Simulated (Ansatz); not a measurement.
# Worked example: the enthalpy of formation of NClO (nitrosyl chloride)

NClO: 3 atoms, total charge 0, spin state singlet. As SMILES, `O=NCl`. The coordinates come from a PBE0-D4/def2-TZVP relaxation.

```xyz
3

O     1.0001   -0.3383    0.5139
N     0.0520   -0.5996   -0.0358
Cl   -1.0521    0.9379   -0.4780
```

Total energies at RPA@PBE/cc-pVTZ, 7 core orbitals frozen (Ansatz 0.2.0); the atoms run unrestricted:

```
species    state  energy (Eh)
   NClO  singlet  -589.700908
      O  triplet   -75.072194
      N  quartet   -54.591164
     Cl  doublet  -459.767415
```

Harmonic wavenumbers at PBE0-D4/def2-TZVP, in cm⁻¹: 352, 638, 1944.

Measured heats of formation of the gaseous atoms at 298.15 K, in kJ/mol: O 249.2, N 472.4, Cl 121.3. Spin-orbit lowering of the atoms at 298 K (mean of the ground term's levels less their thermal mean, from spectra), in kJ/mol: O 0.40, Cl 3.44. Take 1 Eh = 2625.50 kJ/mol, 1 cm⁻¹ = 0.0119627 kJ/mol, RT = 2.479 kJ/mol.

**Question.** What heat of formation follows?

**Answer.** 
1. Electronic atomisation energy: (-75.072194) + (-54.591164) + (-459.767415) − (-589.700908) = 0.270135 Eh = 709.2 kJ/mol.
2. Zero-point energy: half the sum of the wavenumbers, 1467 cm⁻¹ = 17.5 kJ/mol.
3. Thermal vibrational enthalpy, Σ hcν̃/(exp(hcν̃/kT) − 1): 1.3 kJ/mol. Translation, rotation and pV of a non-linear molecule: 4 RT = 9.9 kJ/mol.
4. The 3 free atoms carry 5/2 RT each: 18.6 kJ/mol.
5. Spin-orbit coupling lowers the free atoms by 0.40 + 3.44 = 3.8 kJ/mol.
6. Atomisation enthalpy at 298 K: 709.2 − 3.8 − 17.5 − 1.3 − 9.9 + 18.6 = 695.3 kJ/mol.
7. Sum of the atoms' heats of formation: 842.9 kJ/mol. Heat of formation: 842.9 − 695.3 = +147.6 kJ/mol.

The tabulated value is +52.5 kJ/mol (Active Thermochemical Tables), so this level is off by +95.1 kJ/mol, or 12.0 % of the atomisation enthalpy that the table implies (790.5 kJ/mol). Anharmonicity and any spin-orbit splitting of the molecule are left out, and so is core correlation.
